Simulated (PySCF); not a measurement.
Frontier levels across methods

Compound: C5H9N.
Cartesian coordinates in Å at the PBE0-D3(BJ)/def2-SVP level; atoms count from 1:
```xyz
15
C5H9N angstrom
C     -1.581   -0.987   -0.516
C     -1.854    0.445   -0.167
C     -0.449   -0.003   -0.455
C      0.549   -0.079    0.651
C      1.976   -0.332    0.351
N      1.538    0.972    0.824
H     -1.646   -1.732    0.282
H     -1.892   -1.355   -1.496
H     -2.103    0.681    0.871
H     -2.361    1.075   -0.903
H     -0.024    0.311   -1.416
H      0.140   -0.462    1.595
H      2.601   -0.903    1.046
H      2.250   -0.454   -0.703
H      1.483    1.639    0.055
```

Basis pcSseg-1 throughout (PySCF), one geometry. Isolated species at its PBE0-D3(BJ)/def2-SVP geometry (one conformer only).

Problem. How do the orbital energies, the gap and the dipole change with the method?

Solution. 
| method | kind | HOMO (eV) | LUMO (eV) | gap (eV) | μ (D) | SCF cycles |
| --- | --- | --- | --- | --- | --- | --- |
| BLYP | GGA | -5.25 | 0.41 | 5.66 | 1.73 | 14 |
| PBE | GGA | -5.39 | 0.39 | 5.78 | 1.74 | 14 |
| B97-D | GGA | -5.39 | 0.52 | 5.91 | 1.75 | 14 |
| OPBE | GGA | -5.39 | 0.55 | 5.94 | 1.72 | 13 |
| LDA | LDA | -5.49 | 0.23 | 5.73 | 1.82 | 13 |
| BP86 | GGA | -5.50 | 0.49 | 5.99 | 1.76 | 13 |
| KT2 | GGA | -5.51 | 0.42 | 5.93 | 1.70 | 13 |
| KT3 | GGA | -5.53 | 0.29 | 5.82 | 1.66 | 13 |
| B97-2 | global hybrid | -6.53 | 1.26 | 7.80 | 1.82 | 12 |
| B3LYP | global hybrid | -6.55 | 0.94 | 7.48 | 1.82 | 12 |
| PBE0 | global hybrid | -6.79 | 1.26 | 8.05 | 1.84 | 12 |
| mPW1PW91 | global hybrid | -6.83 | 1.26 | 8.09 | 1.85 | 12 |
| BHandHLYP | global hybrid | -8.07 | 1.98 | 10.04 | 1.91 | 12 |
| CAM-B3LYP | range-separated hybrid | -8.17 | 2.11 | 10.28 | 1.88 | 12 |
| wB97X-D | range-separated hybrid | -8.68 | 3.09 | 11.77 | 1.89 | 13 |
| LC-wPBE | range-separated hybrid | -9.56 | 3.41 | 12.98 | 1.93 | 12 |
| HF | Hartree–Fock | -9.99 | 4.16 | 14.15 | 2.02 | 10 |

The HOMO spans 4.73 eV, from BLYP down to HF, and the gap runs from 5.66 eV (BLYP) to 14.15 eV (HF). Over the methods BLYP (0 %), PBE (0 %), B97-D (0 %), OPBE (0 %), LDA (0 %), BP86 (0 %), KT2 (0 %), KT3 (0 %), B97-2 (21 %), B3LYP (20 %), PBE0 (25 %), mPW1PW91 (25 %), BHandHLYP (50 %), HF (100 %), a straight line through the gap against the share of exact exchange rises by 0.83 eV for each 10 % (correlation coefficient 0.999). The dipole ranges from 1.66 D (KT3) to 2.02 D (HF). This basis has no diffuse functions.
